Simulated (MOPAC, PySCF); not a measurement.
Bond stretch in CH5N, SMILES CN. The N2–H7 bond (N2 also carries C, H; H7 carries nothing else) is stretched with both fragments frozen at the PBE0/def2-TZVP optimised geometry.

- PM7, restricted, heats of formation (MOPAC)
- UMP2 = MP2 on UHF/cc-pVDZ, 2 core orbitals frozen (PySCF)
- RCCSD = CCSD on RHF/cc-pVDZ, 2 core orbitals frozen (PySCF)
- RKS-PBE = restricted PBE/cc-pVDZ in PySCF
- UKS-BP86/6-31G* = unrestricted BP86/6-31G*, spherical d run with PySCF

Energies are in kcal/mol, each relative to the lowest point of its own curve near equilibrium.

```json
[
 {"R / Å": "0.75", "PM7": "[?]", "UMP2": "71.4", "RCCSD": "71.6", "RKS-PBE": "71.7", "UKS-BP86/6-31G*": "70.4"},
 {"R / Å": "0.81", "PM7": "15.6", "UMP2": "37.0", "RCCSD": "37.1", "RKS-PBE": "37.6", "UKS-BP86/6-31G*": "36.7"},
 {"R / Å": "0.85", "PM7": "[?]", "UMP2": "22.0", "RCCSD": "22.1", "RKS-PBE": "22.6", "UKS-BP86/6-31G*": "22.0"},
 {"R / Å": "0.92", "PM7": "2.9", "UMP2": "6.4", "RCCSD": "6.5", "RKS-PBE": "7.0", "UKS-BP86/6-31G*": "6.6"},
 {"R / Å": "0.96", "PM7": "[?]", "UMP2": "2.1", "RCCSD": "2.1", "RKS-PBE": "2.5", "UKS-BP86/6-31G*": "2.3"},
 {"R / Å": "0.98", "PM7": "[?]", "UMP2": "0.9", "RCCSD": "0.9", "RKS-PBE": "1.1", "UKS-BP86/6-31G*": "1.0"},
 {"R / Å": "1.01", "PM7": "0.0", "UMP2": "0.0", "RCCSD": "0.0", "RKS-PBE": "[?]", "UKS-BP86/6-31G*": "0.0"},
 {"R / Å": "1.04", "PM7": "0.2", "UMP2": "0.1", "RCCSD": "0.1", "RKS-PBE": "0.0", "UKS-BP86/6-31G*": "0.0"},
 {"R / Å": "1.07", "PM7": "1.0", "UMP2": "1.1", "RCCSD": "1.0", "RKS-PBE": "0.7", "UKS-BP86/6-31G*": "0.7"},
 {"R / Å": "1.12", "PM7": "3.3", "UMP2": "4.2", "RCCSD": "4.0", "RKS-PBE": "3.2", "UKS-BP86/6-31G*": "3.3"},
 {"R / Å": "1.18", "PM7": "7.5", "UMP2": "9.5", "RCCSD": "9.2", "RKS-PBE": "7.9", "UKS-BP86/6-31G*": "8.0"},
 {"R / Å": "1.25", "PM7": "14.1", "UMP2": "17.3", "RCCSD": "16.8", "RKS-PBE": "14.8", "UKS-BP86/6-31G*": "14.8"},
 {"R / Å": "1.38", "PM7": "29.6", "UMP2": "33.8", "RCCSD": "32.6", "RKS-PBE": "29.5", "UKS-BP86/6-31G*": "29.3"},
 {"R / Å": "1.51", "PM7": "47.2", "UMP2": "58.5", "RCCSD": "48.4", "RKS-PBE": "44.4", "UKS-BP86/6-31G*": "44.0"},
 {"R / Å": "1.66", "PM7": "68.1", "UMP2": "81.9", "RCCSD": "64.8", "RKS-PBE": "60.3", "UKS-BP86/6-31G*": "59.7"},
 {"R / Å": "1.83", "PM7": "90.4", "UMP2": "93.6", "RCCSD": "80.0", "RKS-PBE": "75.9", "UKS-BP86/6-31G*": "75.2"},
 {"R / Å": "2.00", "PM7": "110.1", "UMP2": "98.5", "RCCSD": "91.5", "RKS-PBE": "88.8", "UKS-BP86/6-31G*": "87.0"},
 {"R / Å": "2.22", "PM7": "131.2", "UMP2": "101.0", "RCCSD": "101.5", "RKS-PBE": "102.0", "UKS-BP86/6-31G*": "95.6"},
 {"R / Å": "2.48", "PM7": "150.0", "UMP2": "102.0", "RCCSD": "108.5", "RKS-PBE": "113.6", "UKS-BP86/6-31G*": "100.4"},
 {"R / Å": "2.71", "PM7": "[?]", "UMP2": "102.3", "RCCSD": "111.8", "RKS-PBE": "121.0", "UKS-BP86/6-31G*": "102.5"},
 {"R / Å": "3.04", "PM7": "174.1", "UMP2": "102.5", "RCCSD": "114.4", "RKS-PBE": "128.5", "UKS-BP86/6-31G*": "103.9"},
 {"R / Å": "3.54", "PM7": "185.3", "UMP2": "102.8", "RCCSD": "116.0", "RKS-PBE": "135.2", "UKS-BP86/6-31G*": "104.6"}
]
```

Problem. What belongs in the gaps?

Solution. 
- 0.75, PM7: 28.3
- 0.85, PM7: 9.6
- 0.96, PM7: 0.9
- 0.98, PM7: 0.3
- 1.01, RKS-PBE: 0.1
- 2.71, PM7: 162.1

The restricted form behind PM7, RKS-PBE keeps the bonding electrons paired and can't separate into open-shell fragments. The unrestricted determinant behind UMP2 is spin-contaminated at 1.51 to 3.54 Å (<S²> up to 1.0, against 0.00 for a pure singlet). The T1 diagnostic of CCSD on the restricted reference of RCCSD exceeds 0.045 at 2.48 to 3.54 Å. The unrestricted determinant behind UKS-BP86/6-31G* is spin-contaminated at 2.00 to 3.54 Å (<S²> up to 1.0, against 0.00 for a pure singlet).
